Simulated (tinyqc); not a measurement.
Inside a calculation (part 2 of 2). Method: RKS/LDA (VWN5) in the sto-3g basis, for H2O, spin multiplicity 1. Computed by tinyqc, a small Python program that keeps every step (integrals from PySCF). Command: `OMP_NUM_THREADS=1 python tinyqc.py 30874 30875 out.jsonl` (the two numbers bound the seeds that draw the settings). One thread of a shared host (Intel(R) Xeon(R) Processor @ 2.60GHz), about 0.4 s of CPU time with the checks.

Geometry (angstrom):

| atom | x | y | z |
|---|---|---|---|
| O | 0.000000 | 0.000000 | 0.000000 |
| H | 0.000000 | 1.104000 | 0.665000 |
| H | 0.000000 | -1.104000 | 0.665000 |

## Iteration 14 (converged): orbitals

converged F (hartree), lower triangle:
```
             1O 1s      1O 2s     1O 2px     1O 2py     1O 2pz      2H 1s      3H 1s
1O 1s   -18.285926
1O 2s    -4.756220  -1.886647
1O 2px    0.000000   0.000000  -0.048744
1O 2py    0.000000   0.000001   0.000000  -0.138723
1O 2pz   -0.014508  -0.084401   0.000000   0.000000  -0.101131
2H 1s    -0.502232  -0.409782   0.000000  -0.177149  -0.119442  -0.211680
3H 1s    -0.502232  -0.409782   0.000000   0.177150  -0.119443  -0.085893  -0.211685
```

X, lower triangle:
```
            1O 1s      1O 2s    1O 2px     1O 2py     1O 2pz      2H 1s     3H 1s
1O 1s    1.022990
1O 2s   -0.130848   1.092294
1O 2px   0.000000   0.000000  1.000000
1O 2py   0.000000   0.000000  0.000000   1.046834
1O 2pz  -0.003842   0.033276  0.000000   0.000000   1.015734
2H 1s    0.015139  -0.156768  0.000000  -0.132845  -0.074431   1.066942
3H 1s    0.015139  -0.156768  0.000000   0.132845  -0.074431  -0.028260  1.066942
```

Diagonalise F' = X^T F X, C = X C', fill 5 alpha and 5 beta electrons from the bottom; D = 2 C_occ C_occ^T. Each column has its largest component positive (the first on a tie).

F' = X^T F X (hartree), lower triangle:
```
            1          2          3          4          5          6          7
1  -17.923311
2   -2.544634  -0.983273
3    0.000000   0.000000  -0.048744
4    0.000000   0.000001   0.000000  -0.057919
5   -0.022597  -0.040117   0.000000   0.000000  -0.074765
6   -0.029677  -0.182399   0.000000  -0.171761  -0.098211  -0.081213
7   -0.029677  -0.182399   0.000000   0.171761  -0.098211  -0.028534  -0.081218
```

orbital energies (hartree): MO1 -18.297684, MO2 -0.724120, MO3 -0.298220, MO4 -0.151491, MO5 -0.048744, MO6 0.082196, MO7 0.187620

coefficients C:
```
              MO1        MO2        MO3        MO4       MO5        MO6        MO7
1O 1s    0.993149  -0.246360  -0.000001   0.100998  0.000000  -0.082840  -0.000001
1O 2s    0.028528   0.913740   0.000006  -0.470468  0.000000   0.451013   0.000007
1O 2px   0.000000   0.000000   0.000000   0.000000  1.000000   0.000000   0.000000
1O 2py   0.000000  -0.000002   0.612076   0.000006  0.000000  -0.000013   0.869781
1O 2pz   0.002186   0.126543   0.000000   0.725271  0.000000   0.708436   0.000006
2H 1s   -0.004744   0.139727   0.450198   0.379865  0.000000  -0.637121  -0.643982
3H 1s   -0.004744   0.139730  -0.450205   0.379865  0.000000  -0.637134   0.643963
```

D after iteration 14, lower triangle:
```
            1O 1s      1O 2s    1O 2px     1O 2py    1O 2pz      2H 1s     3H 1s
1O 1s    2.114479
1O 2s   -0.488585   2.114149
1O 2px   0.000000   0.000000  2.000000
1O 2py   0.000000  -0.000001  0.000000   0.749273
1O 2pz   0.088494  -0.451056  0.000000   0.000008  1.084072
2H 1s   -0.001540  -0.102345  0.000000   0.551114  0.586351   0.733043
3H 1s   -0.001539  -0.102352  0.000000  -0.551114  0.586354  -0.077674  0.733058
```

## Convergence

Stop when the energy changes by less than 1e-08 hartree and every element of the error matrix X^T (F D S - S D F) X is below 3e-05.

Course of the cycle:

| iteration | E (hartree) | change | largest element of the error matrix |
|---|---|---|---|
| 1 | -53.72006333 | - | 1.86e+01 |
| 2 | -73.90859298 | -2.02e+01 | 6.04e-01 |
| 3 | -73.42105982 | 4.88e-01 | 6.66e-01 |
| 4 | -73.55353583 | -1.32e-01 | 5.72e-01 |
| 5 | -74.63211624 | -1.08e+00 | 1.22e-01 |
| 6 | -74.63374173 | -1.63e-03 | 1.20e-01 |
| 7 | -74.63656326 | -2.82e-03 | 1.16e-01 |
| 8 | -74.62147547 | 1.51e-02 | 1.79e-01 |
| 9 | -74.65404150 | -3.26e-02 | 1.43e-02 |
| 10 | -74.65435511 | -3.14e-04 | 2.53e-03 |
| 11 | -74.65435116 | 3.95e-06 | 3.28e-03 |
| 12 | -74.65436248 | -1.13e-05 | 5.44e-05 |
| 13 | -74.65436248 | 9.57e-10 | 6.64e-05 |
| 14 | -74.65436249 | -4.53e-09 | 1.03e-05 |

PySCF RKS in the same basis, fine grid = -74.65561196 hartree

Converged in 14 iterations. The coarse grid moves the energy by +1.25e-03 hartree.

## Populations, bond orders and dipole

overlap S, lower triangle:
```
           1O 1s     1O 2s    1O 2px     1O 2py    1O 2pz     2H 1s     3H 1s
1O 1s   1.000000
1O 2s   0.236704  1.000000
1O 2px  0.000000  0.000000  1.000000
1O 2py  0.000000  0.000000  0.000000   1.000000
1O 2pz  0.000000  0.000000  0.000000   0.000000  1.000000
2H 1s   0.024677  0.286267  0.000000   0.230455  0.138816  1.000000
3H 1s   0.024677  0.286267  0.000000  -0.230455  0.138816  0.083908  1.000000
```

Mulliken: Z minus the diagonal of D S on the atom; Loewdin: the same with S^(1/2) D S^(1/2); Mayer order: 2 sum_s sum (D(s) S)_ij (D(s) S)_ji over the two atoms.

Charges (e):

| atom | Mulliken | Loewdin |
|---|---|---|
| 1O | -0.188804 | -0.148403 |
| 2H | 0.094409 | 0.074208 |
| 3H | 0.094395 | 0.074195 |

Mayer bond orders:

| pair | order |
|---|---|
| 2-1 | 0.982785 |
| 3-1 | 0.982788 |
| 3-2 | 0.008302 |

dipole moment about the origin, x y z (debye): 0.000000  0.000077  1.124561
